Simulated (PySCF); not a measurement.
# Working out the electron affinity of C

C⁻ [He] 2s2 2p3 (4S) → C [He] 2s2 2p2 (3P). Computed with PySCF 2.14 in def2-TZVPPD, with the non-relativistic Hamiltonian (point nucleus). Frozen: nothing. Energies in hartree (1 hartree = 27.21139 eV):

| part | C⁻ (lower) | C (upper) |
| --- | --- | --- |
| UHF | -37.703884 | -37.692531 |
| CCSD correlation | -0.126203 | -0.103622 |
| (T) | -0.003961 | -0.002217 |

Task: What does Hartree-Fock give?

Result: (-37.692531) − (-37.703884) = 0.011353 hartree = 0.309 eV.

Task: What do CCSD and CCSD(T) give?

Result: The CCSD correlation energies differ by 0.022581 hartree = 0.614 eV and the triples by 0.001744 hartree = 0.047 eV, so CCSD gives 0.923 eV and CCSD(T) 0.970 eV.

A first-order spin-orbit estimate adds -0.004 eV to CCSD(T) (valence and next inner shell), giving 0.966 eV against 1.262 eV (measured; photodetachment measurements, as compiled on the Wikipedia data page of electron affinities).

What remains against the reference includes basis incompleteness and higher excitations.
